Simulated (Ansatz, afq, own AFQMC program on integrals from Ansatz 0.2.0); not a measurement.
Two steps: Ansatz 0.2.0 writes the Fock matrix and Cholesky factors of the valence space, and afq projects on them the lowest state that overlaps trial and start.

```yaml
crystal:
  periodic: [false, false, false]
  atoms:
    - {symbol: Al, position_ang: [0.000000, 0.000000, 0.000000]}
    - {symbol: P, position_ang: [0.000000, 0.000000, 3.614000]}
basis:
  gaussian: {orbitals: 6-31G}
magnetization: {spin_polarized: true, initial_magnetization: 2}
correlation: {method: ccsd_t, electrons: outside_noble_gas, hamiltonian_folder: ham}
```

```sh
$ ansatz run in.yaml --threads 1 --pin off --events-out ev --progress --plain --max-ram 16896MiB --backend cuda --devices 0, --max-vram 18GiB
```

Options of the walk:

```
--method phaseless --trial mp1 --walkers 20 --populations 1 --least-time 40 --time-step 0.01 --steps-per-block 25 --equilibration-blocks 24 --max-blocks 160 --target-error 0.00136 --factor-cut 1e-05 --start determinant --seed 1682 --release-times 0.3,0.6,0.9,1.2 --release-step 0.1 --release-every 4 --taylor-order 4
```

Times are imaginary, in 1/Eh. The walk had a cap of 60 s.

Output of the walk:

```
orbitals 16  electrons 5 3  factors 79 of 278
reference energy -582.54646601 Eh
CCSD correlation -0.05844311 Eh in 19 cycles, weight of the determinant in the CISD state 0.7856
energy of the start -582.579720 Eh
 block  time / (1/Eh)  mean weight  energy / Eh
     1     0.250  0.9960  -582.582585
     2     0.500  0.9990  -582.584709
     3     0.750  1.0008  -582.586142
     4     1.000  0.9979  -582.589502
     5     1.250  0.9953  -582.593014
     8     2.000  0.9980  -582.600947
    13     3.250  1.0027  -582.599589
    25     6.250  1.0036  -582.600354
    37     9.250  1.0009  -582.591283
    49    12.250  0.9975  -582.600441
    61    15.250  0.9997  -582.601757
    73    18.250  1.0009  -582.601158
    85    21.250  0.9988  -582.599934
    97    24.250  0.9979  -582.594677
   109    27.250  0.9957  -582.597171
   121    30.250  1.0044  -582.604933
   133    33.250  0.9507  -582.618079
   145    36.250  0.9992  -582.604999
   157    39.250  0.9998  -582.606307
   169    42.250  0.9986  -582.607951
   181    45.250  1.0002  -582.601699
blocks merged  error / Eh  count
     1  0.000494  160
     2  0.000673  80
     4  0.000914  40
     8  0.001285  20
    16  0.001680  10
released: time / (1/Eh)  energy / Eh  error  mean overlap
  0.30  -582.603883  0.001329  1.0047
  0.60  -582.604477  0.001281  0.9874
  0.90  -582.604280  0.001246  0.9916
  1.20  -582.604546  0.001254  0.9964
energy -582.603297 +/- 0.001285 Eh
(rows thinned)
```

The run failed at least one of its tests; the cautions name the faults. The second half of the sampling lies below the first by 5.7 errors of their difference, so the energy may still be moving and its error bar be too small.

Against this walk (error 35.0 meV) on the same determinant: CCSD(T) 77.8 meV lower, CCSDT(Q) 102.5 meV lower, CCSDTQ 102.6 meV lower, full CI 102.7 meV lower, a separate phaseless walk with a CISD trial and standard settings 87.2 ± 35.0 meV lower. The error is statistical and leaves out the bias of the constraint. The determinant has ⟨S²⟩ = 2.76, so the low cluster orders mix in higher spin, and so can this walk. Released to 1.20 1/Eh the energy moves by -34 ± 49 meV (both errors), within twice the noise. The determinant is a poor start (see the cautions), so the low cluster orders aren't to be relied on, and full CI is the sure value.

Cautions: constraint bias not in the error; error not settled; halves of the run differ; lower spins were not checked; strong correlation (T1 0.070, weight of the determinant 0.79, largest double 0.21); unrestricted determinant spin contaminated (⟨S²⟩ 2.76 against 2.00); so few walkers bias the energy; the time-step error isn't removed.

The walk took 27 s on 1 × NVIDIA H100 80GB HBM3 with 2 threads of AMD EPYC 7R13 Processor (Zen 3), with other jobs on the host (the card was shared). The log's last line is the phaseless energy.

CCSDT and higher add their correlation energy to the determinant of the CCSD(T) run, since their own runs factorise the integrals more tightly (a shift of under 2 meV). A walk keeps the symmetry of its determinant, which the program's search chose and which needn't be the lowest solution, so a lower state of the same spin and another symmetry isn't excluded.
